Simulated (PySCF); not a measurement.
Which method gave which barrier?

Saddle point of SiNH₇S, singlet (SiNH₅ ([NH2][SiH3]) + H₂S → SiNH₅S ([NH2][SiH2][SH]) + H₂; bonds formed: Si1–S7, H2–H6; bonds broken: Si1–H2, H6–S7), PBE0-D4/def2-TZVP structure:

```
10
angstrom
Si -0.5516 -0.1327 -0.0075
H 0.8341 -1.0036 -0.4049
H -1.3980 -1.1332 -0.7041
H -1.3628 1.1104 0.1567
N -0.0493 -0.2793 1.6164
H 0.8630 -0.3669 -1.2673
S 0.3259 0.8252 -2.1635
H 0.5879 -0.9759 1.9630
H -0.4300 0.3155 2.3342
H 1.1808 1.6406 -1.5230
```

PySCF 2.14 with density fitting (its default auxiliary sets; JK sets also for MP2 and CCSD(T)); basis: def2-TZVPP, with def2-QZVPP for the basis limit; cores frozen in the correlated methods. Extrapolation: Hartree–Fock as exp(−7.88 √X), correlation as X^−2.97. Four methods, as single points on the PBE0-D4 structures, gave these electronic barriers from the start structure: 31.64, 35.44, 42.63, 63.20 kcal/mol.

(1) The methods were, in alphabetical order, HF, MP2, PBE-D4, r2SCAN-D4. Which gave which? (Judge from chemistry; the calculation decides.)

No T1 diagnostic of these runs exceeds 0.013.

Answers

(1) By the calculation: PBE-D4 31.64; r2SCAN-D4 35.44; MP2 42.63; HF 63.20 kcal/mol. For comparison, CCSD(T) at an estimated basis limit (MP2 extrapolated from triple and quadruple zeta, plus CCSD(T) − MP2 in triple zeta) gives 43.06 kcal/mol.

Labels in which every atom is bracketed show which atoms are joined, not bond orders.

For scale, one of the runs: CCSD(T)/def2-TZVPP, 213 basis functions, launched by `OMP_NUM_THREADS=4 python run.py`. Hardware: 4 CPU threads of an Arm Neoverse V2, shared host. Wall time 6.5 min; peak host memory 2.7 GiB.
